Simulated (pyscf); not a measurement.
PySCF, gas phase, ωB97X-D3(BJ)/def2-SVP geometries.

SMILES: F[Si]([SiH3])([SiH3])[SiH3]
```xyz
14

F      0.0396     0.6306    -2.9635
Si    -0.4144     0.1229    -1.4629
Si     0.8808    -1.7214    -0.8573
Si    -0.0940     1.8451     0.0790
Si    -2.6688    -0.4792    -1.5028
H      0.6900    -2.8451    -1.8200
H      0.4303    -2.1591     0.4985
H      2.3275    -1.3616    -0.7969
H     -0.9210     3.0380    -0.2657
H     -0.5246     1.3231     1.4116
H      1.3422     2.2420     0.1536
H     -3.5275     0.6853    -1.8671
H     -3.0310    -0.9399    -0.1282
H     -2.9077    -1.5917    -2.4679
```

Q: List the bond dissociation enthalpies at 298 K of F–Si(SiH₃)(SiH₃)–SiH₃ (SMILES F[Si]([SiH3])([SiH3])[SiH3]) from ωB97M-D3(BJ)/def2-TZVP, from the weakest bond up.

A: Si–Si to F–Si•(SiH₃)–SiH₃ + SiH₃•: 3.16 eV; H–Si to F–Si(SiH₂•)(SiH₃)–SiH₃ + H•: 3.82 eV; F–Si to F• + H₃Si–Si•(SiH₃)–SiH₃: 5.91 eV. Ring and multiple bonds, and those that leave no two simple radicals, are not listed. F–Si(SiH₂•)(SiH₃)–SiH₃ lies 0.36 eV over its isomer F–SiH₂–Si•(SiH₃)–SiH₃, and others may lie lower still (electronic energy, ωB97M-D3(BJ)). Other isomers of H₃Si–Si•(SiH₃)–SiH₃, F–Si•(SiH₃)–SiH₃ were not searched in full and may lie lower. Left out: the spin-orbit lowering of F.
